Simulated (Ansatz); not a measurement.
**C4H8O (SMILES CCC(C)=O): the vertical ionisation energy from total energies**

C4H8O has 13 atoms, charge 0, and is taken as a singlet. SMILES: `CCC(C)=O`. The shape is that of a PBE0-D4/def2-TZVP optimisation. This is one conformer, not always the lowest.

Both states at this one shape; open shells run unrestricted unless said. 1 Eh = 27.2114 eV.

```
                                      level  program  singlet C4H8O (Eh)  doublet C4H8O+ (Eh)
        MP2/cc-pVDZ, 5 core orbitals frozen   Ansatz         -231.755242          -231.401503
MP2/jun-cc-pV(D+d)Z, 5 core orbitals frozen   Ansatz         -231.767346          -231.406766
    MP2/aug-cc-pVDZ, 5 core orbitals frozen   Ansatz         -231.801168          -231.437406
```

Q: Work out the vertical ionisation energy at each level.

A: 
1. MP2/cc-pVDZ: -231.401503 − (-231.755242) = 0.353739 Eh = 9.63 eV.
2. MP2/jun-cc-pV(D+d)Z: -231.406766 − (-231.767346) = 0.360580 Eh = 9.81 eV.
3. MP2/aug-cc-pVDZ: -231.437406 − (-231.801168) = 0.363762 Eh = 9.90 eV.

No measured value is set beside it here; the levels span 9.63 to 9.90 eV.
